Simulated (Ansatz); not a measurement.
Born–Oppenheimer molecular dynamics of BFH5N (8 atoms, charge 0, multiplicity 1). It starts at the highest image of a converged band. Of that band: The profile has 2 maxima (images 3, 6) with wells between them (image 5): this band takes more than one step, which may be the mechanism or a detour left from its start path. Neighbouring images differ by up to 1.7 eV, so the band resolves the path poorly. A vibrational analysis at the climbing image gives one clearly imaginary mode, 580i cm⁻¹: a first-order saddle point.

All numbers below come from RKS PBE0/def2-SVP in Ansatz.

```json
{
 "ensemble": "NVE (velocity Verlet)",
 "time step": "0.5 fs",
 "steps asked": "200",
 "starting velocities drawn for": "300 K",
 "seed": "10887"
}
```

First frame:

```xyz
8
Properties=species:S:1:pos:R:3
B -0.175 -0.122 0.107
H -0.085 -0.296 1.322
H 0.856 -0.251 -0.528
N -1.512 -0.131 -0.499
H -1.568 -0.909 -1.159
H -1.620 0.693 -1.094
F -0.040 1.880 0.545
H -0.087 1.520 1.405
```

Task: What does the run give?

Result: The run went to its last step.

| Property | Result |
| --- | --- |
| steps done | 200 |
| time covered | 100 fs |
| mean temperature over the second half | 1112 K |
| spread of the potential energy over the second half | 19.0 meV per atom |
| mean potential energy of the second half above the start | -78.7 meV per atom |

The conserved energy stayed within 0.11 meV per atom of its start (net change 0.047 meV per atom), so the integration is sound. The kinetic energy rose, since the run started high on the potential surface and went downhill. It ends in pieces (BH4N + FH), so much of that is their flight and rotation, not heat. A run of 0.1 ps of so small a system gives no equilibrium averages. The orbitals stay closed-shell, which can raise the energy where a bond breaks towards radicals; this wasn't checked here.

Task: What happens to the structure?

Result: Between its relaxed ends the band would form B1–F7, H2–H8 and break B1–H2, F7–H8. These pairs go: B1–F7 2.05 → 4.13 Å, H2–H8 1.82 → 3.32 Å, B1–H2 1.23 → 1.24 Å, F7–H8 0.93 → 0.92 Å. In the last frame they stand as before the step (other bonds may differ from the relaxed reactants and products). It ends as BH4N + FH. Pairs count as bonded within 1.25 times the sum of covalent radii (0.12 Å more for H–H). This is one draw of velocities; another would differ in detail.

Task: How do temperature and energy run in time?

Result: 
```
time (fs)  T (K)  potential energy less start (eV)  conserved less start (meV/atom)
        0    300                             0.000                             0.00
        3    217                             0.065                             0.09
        6    222                             0.061                             0.05
        9    236                             0.050                             0.09
       12    396                            -0.074                             0.06
       15    575                            -0.213                             0.06
       18    813                            -0.398                             0.04
       21   1063                            -0.592                             0.03
       24   1217                            -0.711                            -0.01
       27   1223                            -0.716                            -0.04
       30   1052                            -0.583                             0.04
       33    935                            -0.492                             0.04
       36    915                            -0.476                             0.07
       39   1080                            -0.605                             0.02
       42   1205                            -0.702                             0.04
       45   1278                            -0.759                            -0.01
       48   1167                            -0.673                             0.02
       51    994                            -0.538                             0.01
       54    794                            -0.383                             0.07
       57    810                            -0.394                             0.10
       60   1124                            -0.639                            -0.01
       63   1351                            -0.815                             0.00
       66   1440                            -0.885                            -0.05
       69   1225                            -0.717                             0.03
       72   1000                            -0.542                             0.04
       75    895                            -0.461                             0.07
       78    953                            -0.506                             0.01
       81    988                            -0.533                             0.08
       84   1209                            -0.705                             0.01
       87   1388                            -0.844                            -0.03
       90   1337                            -0.804                             0.02
       93   1249                            -0.736                             0.01
       96   1112                            -0.629                             0.05
       99   1022                            -0.560                             0.02
```

Time of the run: 4.4 min on 1 thread of Arm Neoverse V2 (shared host), peak memory 0.12 GiB.
